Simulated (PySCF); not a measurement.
Complex of ammonia and thioformaldehyde

A gas-phase complex of ammonia and thioformaldehyde; neutral, singlet. The structure comes from a short search (a few tight-binding starts) and was relaxed by PBE0-D3(BJ)/def2-SVPD; another way of binding may lie lower. No frequency run checks that it is a minimum.

Parts: 1 = ammonia (N), atoms 1–4; 2 = thioformaldehyde (C=S), atoms 5–8.

Coordinates in Å:
```
N1      0.033   -0.113   -0.013
H2     -0.473   -0.097   -0.893
H3     -0.218    0.731    0.494
H4      1.022   -0.045   -0.237
C5     -0.085   -3.169    1.463
S6      1.039   -4.227    0.993
H7     -0.145   -2.152    1.043
H8     -0.831   -3.436    2.226
```

Contacts between parts, classed by geometry: H7···N1 2.303 Å (C–H hydrogen bond, 171°).

Interaction energies are complex less parts, with the parts frozen as they stand in it; counterpoise-corrected, in kcal/mol (PySCF). The CCSD(T) estimate is Hartree-Fock/aug-cc-pVTZ, plus the MP2 correlation part extrapolated as X⁻³ from aug-cc-pVDZ and aug-cc-pVTZ, plus CCSD(T) less MP2 in aug-cc-pVDZ; noble-gas cores are frozen. It isn't the exact limit.

(1) Give the interaction energy at each level run.

(2) What holds them together? Decompose the MP2/aug-cc-pVTZ energy: frozen parts, their antisymmetrised product, then relaxation.

The orbital and correlation terms together hold the superposition error of 0.4 kcal/mol.

Results:

(1) 
```csv
level,interaction,superposition error removed
Hartree-Fock/aug-cc-pVTZ,-1.68,-
MP2/aug-cc-pVTZ,-2.58,-0.37
"CCSD(T), estimated basis limit",-2.71,-
```

(2) electrostatic -5.6, Pauli repulsion +5.6, orbital relaxation -1.7, correlation -1.2 kcal/mol, which sum to the value before the counterpoise correction, the first three by Hartree-Fock. Of the attraction, 65 % is electrostatic, 20 % is orbital relaxation, 14 % is correlation.
